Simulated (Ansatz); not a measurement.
## How far each method lies from full CI for [AlH2···H···H], doublet

All five atoms lie in one plane.

Geometry: a point of a hydrogen-transfer path between rigid fragments, not a stationary point.

```xyz
5

Al   -0.0886    0.0000    0.0000
H    -0.8815    1.3734    0.0000
H    -0.8815   -1.3734    0.0000
H     1.5854    0.0000    0.0000
H     2.5494    0.0000    0.0000
```

Basis 6-31G; Ansatz 0.2.0. Only valence electrons are correlated (noble-gas cores frozen), which leaves 7 electrons in 16 orbitals. Prefix R: restricted or restricted open-shell reference; prefix U: unrestricted. Active spaces: valence = (7e, 8o) chosen from the atoms' valence shells; pair = (3e, 3o) about the gap.

Full CI is exact within this basis and frozen core; it isn't the basis-set limit. The frozen core follows each run's orbitals, which can shift R against U totals by a few meV.

For open shells CISD is restricted-active-space CI with the open shells as a complete middle space.

```
UHF ⟨S²⟩                          : 0.774
T1 diagnostic (RCCSD)             : 0.0257
largest doubles amplitude (RCCSD) : 0.043
T1 diagnostic (UCCSD)             : 0.0164
```

Task: From what is known of these methods and the diagnostics, rank them by the size of their error in total energy against full CI in 6-31G, smallest first (an estimate: the text doesn't fix the numbers).
A. CISD
B. BCCD(T)
C. NEVPT2 (valence space)
D. UCCSD
E. CASSCF (pair space)

Result: B (12 meV), D (35 meV), A (98 meV), C (150 meV), E (1445 meV).

All errors are against full CI in 6-31G. 

The full-CI state has the irrep A1 of C2v, in the program's axes.

Natural occupations of full CI about the gap: 1.971 1.962 1.962 0.996 0.038 0.022 0.022 0.010 0.005 0.004; effectively unpaired electrons, Σ n²(2−n)², 1.02.
